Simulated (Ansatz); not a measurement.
C3H7NO can be A, `CCNC=O`, or B, `C/C(O)=C/N`.

Computed with Ansatz on PBE0-D4/def2-TZVP structures; ΔE is electronic, products minus reactants. CCSD(T)/CBS is the MP2 limit (def2-TZVPP, def2-QZVPP) plus CCSD(T) − MP2 in def2-TZVPP, frozen cores. Functionals use def2-TZVPP. One conformer a species, not always the lowest.

A:

```xyz
12

C    -0.196    1.098   -1.048
C     0.272    0.679    0.334
N    -0.340   -0.549    0.793
C     0.205   -1.761    0.561
O     1.262   -1.954    0.005
H     0.293    2.027   -1.352
H     0.048    0.327   -1.781
H    -1.277    1.264   -1.068
H     0.062    1.461    1.069
H     1.350    0.510    0.329
H    -1.256   -0.518    1.206
H    -0.422   -2.586    0.951
```

B:

```xyz
12

C    -1.751    0.319   -0.353
C    -0.349   -0.152   -0.269
O    -0.063   -1.171   -1.103
C     0.591    0.349    0.541
N     1.892   -0.239    0.478
H    -2.440   -0.498   -0.120
H    -1.926    1.140    0.342
H    -1.978    0.656   -1.368
H     0.879   -1.360   -0.930
H     0.366    1.169    1.215
H     2.175   -0.641    1.363
H     2.603    0.428    0.204
```

**Question.** Which is lower in electronic energy at CCSD(T)/CBS, and by how much? (Best estimate.)

**Answer.** Ansatz gave: A, by 13.9 kcal/mol.

**Question.** Give E(B) − E(A) in kcal/mol with ωB97M-V, BLYP-D4, PBE0-D4, HF/def2-TZVPP, r2SCAN-D4, MP2/def2-TZVPP, B2PLYP. (An estimate is asked.)

**Answer.** Ansatz gave: ωB97M-V 14.6, BLYP-D4 16.9, PBE0-D4 15.0, HF/def2-TZVPP 18.6, r2SCAN-D4 16.1, MP2/def2-TZVPP 15.2, B2PLYP 16.4. None reverses the order clearly.

**Question.** Does the order hold for the free energy at 298.15 K (harmonic terms from PBE0-D4)? (Best estimate.)

**Answer.** Computed: Yes: G(B) − G(A) = +14.7 kcal/mol, for one conformer each. Modes under 60 cm⁻¹, often nearly free rotors, make the harmonic entropy too high.

Largest T1 diagnostic: 0.014.

At CCSD(T), def2-SVP lies +4.8 kcal/mol from the extrapolated value and def2-TZVPP +0.8 kcal/mol. In def2-TZVPP, CCSD(T) changes the Hartree–Fock value by −3.9 kcal/mol (the triples alone add −0.1 kcal/mol) and MP2 by −3.4 kcal/mol.
